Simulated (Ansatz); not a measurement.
The input, for Ansatz 0.2.0:

```yaml
crystal:
  periodic: [false, false, false]
  atoms:
    - {symbol: Al, position_ang: [0.000000, 0.000000, 0.000000]}
    - {symbol: As, position_ang: [0.000000, 0.000000, 2.305200]}
basis:
  gaussian: {orbitals: cc-pVDZ}
total_charge: 1
magnetization: {spin_polarized: false, initial_magnetization: 3}
hamiltonian: {pseudopotentials: {relativity: scalar}}
correlation: {method: ccsdt_q, electrons: outside_noble_gas}
output: {forces: true}
```

```sh
$ ansatz run in.yaml --threads 1 --pin off --events-out ev --progress --plain --max-ram 2393MiB
```

(1) Roughly how long does this take on 1 thread of Arm Neoverse V2, shared host, and how much host memory?

```
850 factors; integrals over basis functions are off by at most 1.0e-7 eV
mean field evaluation 1: about -67908.6858 eV, gradient 7.8e0 eV
mean field evaluation 2: about -67908.7571 eV, gradient 7.9e0 eV
mean field evaluation 4: about -67909.1956 eV, gradient 1.0e0 eV
mean field evaluation 8: about -67909.2175 eV, gradient 5.2e-2 eV
mean field evaluation 16: about -67908.9752 eV, gradient 4.0e0 eV
mean field evaluation 32: about -67909.2149 eV, gradient 1.6e-1 eV
mean field evaluation 64: about -67906.1960 eV, gradient 9.2e-2 eV
mean field evaluation 96: about -67905.6916 eV, gradient 3.4e-2 eV
mean field -67909.21750428 eV, -2495.6177127615 hartree, gradient 1.8e-6 eV, S^2 3.750000; 3 other end points of the search recorded, 0 dependent functions left out
determinant -67909.21750428 eV, -2495.6177127615 hartree, with singles and doubles -67912.48592868 eV, -2495.7378251427 hartree
determinant -67906.19639895 eV, -2495.5066891882 hartree, with singles and doubles -67909.33343751 eV, -2495.6219732292 hartree
19 core orbitals not correlated: weight in the atoms' cores, before any rotation towards them, 1.000 or more for the frozen orbitals, at most 0.000 for the correlated occupied ones
reference -67909.21750428 eV, -2495.6177127615 hartree; 5, 2 occupied and 21, 24 virtual orbitals, 850 factors
second order -2.51945985 eV of doubles, -0.09541430 eV of singles
cycle   1  -3.05914871 eV  change   -4.4e-1 eV  update   7.6e-2
cycle   2  -3.31849520 eV  change   -2.6e-1 eV  update   3.9e-2
cycle   3  -3.39824190 eV  change   -8.0e-2 eV  update   2.3e-2
cycle   4  -3.39855794 eV  change   -3.2e-4 eV  update   1.0e-2
cycle   5  -3.40436028 eV  change   -5.8e-3 eV  update   3.9e-3
cycle   6  -3.40400709 eV  change    3.5e-4 eV  update   1.7e-3
cycle   7  -3.40352732 eV  change    4.8e-4 eV  update   7.8e-4
cycle   8  -3.40426106 eV  change   -7.3e-4 eV  update   3.9e-4
cycle   9  -3.40417299 eV  change    8.8e-5 eV  update   1.4e-4
cycle  10  -3.40407359 eV  change    9.9e-5 eV  update   5.3e-5
cycle  11  -3.40411036 eV  change   -3.7e-5 eV  update   2.2e-5
cycle  12  -3.40412764 eV  change   -1.7e-5 eV  update   1.0e-5
cycle  13  -3.40413093 eV  change   -3.3e-6 eV  update   3.6e-6
cycle  14  -3.40412984 eV  change    1.1e-6 eV  update   1.8e-6
cycle  15  -3.40412792 eV  change    1.9e-6 eV  update   7.0e-7
cycle  16  -3.40412799 eV  change   -7.2e-8 eV  update   2.5e-7
perturbative correction -0.00669565 eV, -0.0002460605 hartree
the calculation of the forces begins
mean field evaluation 128: about -67909.1126 eV, gradient 6.7e-1 eV
Total energy: -67912.62832792 eV, -2495.7430582184 hartree
Relativity: scalar
Atom 0 at     0.000000     0.000000     0.000000 Å, force    -0.000000    -0.000000    -2.597124 eV/Å
Atom 1 at     0.000000     0.000000     2.305200 Å, force     0.000000     0.000000     2.597124 eV/Å
Dipole moment:     0.000000     0.000000    -0.868260 e Å
```

Forces (eV/Å):
```
Al   0.000  0.000 -2.597
As   0.000  0.000  2.597
```

## Answers

(1) 18 s wall and 0.31 GiB.
